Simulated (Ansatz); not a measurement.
```yaml
crystal:
  periodic: [false, false, false]
  atoms:
    - {symbol: As, position_ang: [-1.222094, -0.018715, 0.011263]}
    - {symbol: As, position_ang: [1.221373, 0.015695, 0.044632]}
    - {symbol: H, position_ang: [-1.342990, 1.088233, -1.000433]}
    - {symbol: H, position_ang: [-1.311843, -1.013777, -1.113580]}
    - {symbol: H, position_ang: [1.338633, 1.125996, -0.963811]}
    - {symbol: H, position_ang: [1.369779, -0.976014, -1.076959]}
basis:
  gaussian: {orbitals: def2-TZVP}
hamiltonian: {xc: pbe0}
relax: {f_tol: 0.004, max_steps: 80}
```

```sh
$ ansatz run in.yaml --threads 1 --pin off --events-out ev --progress --plain --max-ram 2176MiB
```

Steps of the relaxation (energy above the last step; positions in Å, forces in eV/Å):

```
6
step 1, 29.1 meV
As   -1.222   -0.019    0.011   -0.334   -0.019    0.266
As    1.221    0.016    0.045    0.327   -0.010    0.275
H    -1.343    1.088   -1.000   -0.050    0.334   -0.118
H    -1.312   -1.014   -1.114   -0.040   -0.321   -0.154
H     1.339    1.126   -0.964    0.043    0.336   -0.117
H     1.370   -0.976   -1.077    0.053   -0.320   -0.152
```

```
6
step 2, 8.2 meV
As   -1.249   -0.018   -0.014    0.144   -0.007    0.171
As    1.249    0.017    0.020   -0.148   -0.011    0.167
H    -1.390    1.143   -0.986    0.011   -0.064   -0.088
H    -1.358   -1.071   -1.105    0.009    0.073   -0.081
H     1.384    1.182   -0.948   -0.006   -0.064   -0.088
H     1.417   -1.032   -1.067   -0.008    0.073   -0.081
```

```
6
step 3, 0.0 meV
As   -1.241   -0.018    0.001   -0.014   -0.001    0.015
As    1.240    0.016    0.035    0.014   -0.001    0.016
H    -1.376    1.123   -0.994    0.002    0.007   -0.007
H    -1.343   -1.050   -1.111    0.002   -0.006   -0.008
H     1.370    1.162   -0.957   -0.002    0.007   -0.007
H     1.402   -1.012   -1.074   -0.002   -0.006   -0.008
```

```
6
step 4, 0.0 meV
As   -1.241   -0.018    0.002   -0.007    0.000    0.002
As    1.241    0.016    0.036    0.007    0.000    0.002
H    -1.375    1.124   -0.994    0.002    0.001   -0.001
H    -1.343   -1.051   -1.111    0.002   -0.001   -0.001
H     1.369    1.162   -0.957   -0.002    0.001   -0.001
H     1.402   -1.012   -1.074   -0.002   -0.001   -0.001
```

```
6
step 5, 0.0 meV
As   -1.242   -0.019    0.002    0.000    0.000    0.000
As    1.241    0.016    0.036    0.000    0.000    0.000
H    -1.374    1.124   -0.994    0.000    0.000    0.000
H    -1.342   -1.051   -1.111    0.000    0.000    0.000
H     1.368    1.162   -0.957    0.000    0.000    0.000
H     1.401   -1.012   -1.074    0.000    0.000    0.000
```

Close pairs at the end: As1–H4 1.521 Å, As2–H5 1.521 Å, As2–H6 1.521 Å, As1–H3 1.521 Å, As1–As2 2.483 Å.

A stationary point of restricted PBE0 after 5 steps (its stability towards spin polarisation wasn't tested); no frequencies were run, so it isn't proven a minimum. 52 s on 1 thread of Intel Xeon Platinum 8488C, shared host.
